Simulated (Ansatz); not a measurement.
**CHCl2F (dichlorofluoromethane): HF/def2-SVPD**

What is the energy change on altering one bond length of CHCl2F (dichlorofluoromethane) at HF/def2-SVPD? 

Program for the calculation: Ansatz 0.2.0.

78 further runs of the same task are left out: 78 set aside as unsound or not needed.

## 1. Starting point

CHCl2F has 5 atoms, charge 0, and is taken as a singlet. SMILES: `FC(Cl)Cl`. Geometry: relaxed at PBE0-D4/def2-TZVP.

Bond lengths: F1–C2 1.340 Å, C2–Cl3 1.759 Å, C2–Cl4 1.759 Å, C2–H5 1.088 Å. Angles: F1–C2–Cl3 109.4°, F1–C2–Cl4 109.4°, Cl3–C2–Cl4 111.6°, F1–C2–H5 109.7°, Cl3–C2–H5 108.4°, Cl4–C2–H5 108.4°.

## 2. A single-point energy at HF/def2-SVPD

The input, job.yaml:

```yaml
crystal:
  periodic: [false, false, false]
  atoms:
    - symbol: F
      position_ang: [-0.590600, 0.132500, 1.230400]
    - symbol: C
      position_ang: [0.006400, 0.099400, 0.030700]
    - symbol: Cl
      position_ang: [1.459900, -0.886800, 0.126900]
    - symbol: Cl
      position_ang: [-1.120400, -0.525200, -1.167100]
    - symbol: H
      position_ang: [0.294600, 1.106400, -0.262500]
basis:
  gaussian: {orbitals: def2-SVPD}
magnetization: {spin_polarized: false, initial_magnetization: 0}
hamiltonian: {xc: hf}
accuracy: high
output: {orbitals: {seedname: orbitals}}
```

Started as:

```sh
$ ansatz run job.yaml --threads 1 --pin off --max-ram 3480MiB --events-out events.jsonl --progress --plain --runs-dir runs
```

The program printed:

```text
Warning: RAYON_NUM_THREADS=1 ignored (pool sized by the plan → 1); use --threads N
Functional definition: HF
  name "HF"
  exchange = exact_x
  correlation = 0
2035 factors; integrals over basis functions are off by at most 3.6e-9 eV
mean field evaluation 1: about -28745.8926 eV, gradient 3.2e1 eV
mean field evaluation 2: about -28745.9956 eV, gradient 3.2e1 eV
mean field evaluation 4: about -28748.4472 eV, gradient 2.5e0 eV
mean field evaluation 8: about -28748.4877 eV, gradient 2.4e-1 eV
mean field evaluation 16: about -28748.4880 eV, gradient 2.1e-8 eV
mean field -28748.48796899 eV, -1056.4874464355 hartree, gradient 2.1e-8 eV, S^2 0.000000; 0 other end points of the search recorded, 0 dependent functions left out
reference -28748.48796899 eV, -1056.4874464355 hartree; 25, 25 occupied and 80, 80 virtual orbitals, 2035 factors
Total energy: -28748.48796899 eV, -1056.4874464355 hartree
```

It took 2.8 s on 1 thread of Arm Neoverse V2, shared host; peak memory 0.3 GiB.

## 3. The distorted shape

The input, run.yaml:

```yaml
crystal:
  periodic: [false, false, false]
  atoms:
    - {symbol: F, position_ang: [-0.889116, 0.149051, 1.830283]}
    - {symbol: C, position_ang: [0.006400, 0.099400, 0.030700]}
    - {symbol: Cl, position_ang: [1.459900, -0.886800, 0.126900]}
    - {symbol: Cl, position_ang: [-1.120400, -0.525200, -1.167100]}
    - {symbol: H, position_ang: [0.294600, 1.106400, -0.262500]}
basis:
  gaussian: {orbitals: def2-SVPD}
hamiltonian: {xc: hf}
accuracy: high
output: {orbitals: {seedname: orbitals}}
```

Started as:

```sh
$ ansatz run run.yaml --threads 1 --pin off --max-ram 3480MiB --events-out events.jsonl --progress --plain --runs-dir runs
```

The program printed:

```text
Warning: RAYON_NUM_THREADS=1 ignored (pool sized by the plan → 1); use --threads N
[... 4 set-up lines as earlier in the session ...]
2050 factors; integrals over basis functions are off by at most 3.1e-9 eV
mean field evaluation 1: about -28739.6995 eV, gradient 4.5e1 eV
mean field evaluation 2: about -28739.7857 eV, gradient 4.5e1 eV
mean field evaluation 4: about -28744.8464 eV, gradient 4.0e0 eV
mean field evaluation 8: about -28744.9752 eV, gradient 7.8e-1 eV
mean field evaluation 16: about -28744.9813 eV, gradient 3.5e-7 eV
mean field -28744.98134685 eV, -1056.3585804487 hartree, gradient 1.4e-8 eV, S^2 0.000000; 0 other end points of the search recorded, 0 dependent functions left out
reference -28744.98134685 eV, -1056.3585804487 hartree; 25, 25 occupied and 80, 80 virtual orbitals, 2050 factors
Total energy: -28744.98134685 eV, -1056.3585804487 hartree
```

Wall time 2.9 s (1 thread of Arm Neoverse V2, shared host); peak memory 0.3 GiB.

## 4. Summary of results

Level: HF/def2-SVPD.

```
                                                         quantity           value
                                        first shape: total energy  -1056.48745 Eh
                                         first shape: HOMO energy       -12.65 eV
                                         first shape: LUMO energy         2.50 eV
                                       first shape: HOMO–LUMO gap        15.14 eV
                                    distorted shape: total energy  -1056.35858 Eh
                                     distorted shape: HOMO energy       -13.35 eV
                                     distorted shape: LUMO energy         0.07 eV
                                   distorted shape: HOMO–LUMO gap        13.41 eV
energy change with the F1–C2 bond stretched from 1.340 to 2.011 Å        3.507 eV
```

In words: With the F1–C2 bond stretched from 1.340 to 2.011 Å the energy rises by 3.51 eV (338 kJ/mol). The first shape isn't relaxed at this level, so the change isn't measured from a minimum.
